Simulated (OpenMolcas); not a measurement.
## Predicting the next basis: MP2 on HNC (hydrogen isocyanide)

The species is HNC (3 atoms), meant as a singlet with charge 0. SMILES: `[C-]#[NH+]`. One bond was lengthened or shortened from a relaxed shape.

MP2 correlation energies, 2 core orbitals frozen (OpenMolcas 26.06):

```
  basis  X  correlation energy (Eh)
cc-pVDZ  2                -0.289324
cc-pVTZ  3                -0.348560
cc-pVQZ  4                        ?
```

Take E(X) = E∞ + A/X³, fix the two constants on the known rows and predict the third.


1. A = (-0.289324 − (-0.348560))/(1/8 − 1/27) = 0.67342 Eh.
2. E∞ = -0.348560 − 0.67342/27 = -0.373501 Eh.
3. X = 4: -0.373501 + 0.67342/64 = -0.362979 Eh.

The run gave -0.370189 Eh, so the prediction is off by +7.2 mEh, 33 % of the last step. The small sets lie short of the range where X⁻³ holds, so the true step is larger than predicted.
